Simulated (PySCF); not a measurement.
N2. Atoms are numbered in the order given.

```xyz
2

N      0.0000     0.0000    -0.5447
N      0.0000     0.0000     0.5447
```

Geometry: PBE0-D3(BJ)/def2-TZVPD.

All values below come from r2SCAN/def2-TZVPD (PySCF).

The molecule is in vacuum.

Question: Estimate the frontier levels, gap, dipole moment and polarisability. (Estimate from the structure and the level; the computed values follow.)

Answer: 
```
Quantity                                                                                                       Result
---------------------------------------------------------------------------------------------  ----------------------
highest occupied level                                                                                      -10.74 eV
lowest empty level                                                                                           -1.52 eV
orbital gap                                                                                                   9.22 eV
dipole moment                                                                                                  0.00 D
quadrupole, principal values (traceless, Buckingham form, about the centre of nuclear charge)   -1.52, 0.76, 0.76 D·Å
mean static polarisability                                                                       11.6 bohr³ (1.72 Å³)
polarisability, principal values                                                               10.1, 10.1, 14.8 bohr³
```
